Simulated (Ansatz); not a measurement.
Ansatz (a first-principles code) input (CCSD(T)/jun-cc-pV(T+d)Z): A basis named .json is the Basis Set Exchange file of that set (core-valence sets with the plain set on hydrogen).

Ansatz 0.2 input:
```yaml
crystal:
  periodic: [false, false, false]
  atoms:
    - {symbol: Cl, position_ang: [-0.00000000, -0.00000000, -0.07122178]}
    - {symbol: H, position_ang: [0.00000000, 0.00000000, 1.21077034]}
basis:
  gaussian:
    orbitals: jun-cc-pV_T+d_Z.json
magnetization: {spin_polarized: false}
correlation: {method: ccsd_t, electrons: outside_noble_gas}
```

Output:

```
Functional definition: HF
integrals: 0.03 GiB planned
358 factors; integrals over basis functions are off by at most 1.1e-3 eV
mean field: 0.09 GiB planned
mean field evaluation 1: about -12519.7794 eV, gradient 1.0e1 eV
mean field evaluation 2: about -12519.7791 eV, gradient 1.0e1 eV
mean field evaluation 4: about -12520.1794 eV, gradient 1.1e0 eV
mean field evaluation 8: about -12520.1880 eV, gradient 2.1e-5 eV
mean field evaluation 16: about -12520.1870 eV, gradient 3.7e-1 eV
mean field -12520.18797004 eV, -460.1084214109 hartree, gradient 4.3e-6 eV, S^2 0.000000; 0 other end points of the search recorded, 0 dependent functions left out
5 core orbitals not correlated
reference -12520.18797004 eV, -460.1084214109 hartree; 4, 4 occupied and 53, 53 virtual orbitals, 358 factors
second order -5.56962368 eV of doubles, -0.00000000 eV of singles
coupled cluster: 0.09 GiB planned
cycle   1  -5.98789770 eV  change   -4.2e-1 eV  update   3.9e-2
cycle   2  -6.12445665 eV  change   -1.4e-1 eV  update   1.2e-2
cycle   3  -6.13079020 eV  change   -6.3e-3 eV  update   2.8e-3
cycle   4  -6.13021842 eV  change    5.7e-4 eV  update   7.5e-4
cycle   5  -6.13001763 eV  change    2.0e-4 eV  update   1.4e-4
cycle   6  -6.13000310 eV  change    1.5e-5 eV  update   4.2e-5
cycle   7  -6.13000906 eV  change   -6.0e-6 eV  update   1.1e-5
cycle   8  -6.13000679 eV  change    2.3e-6 eV  update   2.5e-6
perturbative correction -0.22624132 eV, -0.0083142151 hartree
Total energy: -12526.54421815 eV, -460.3420092205 hartree
```
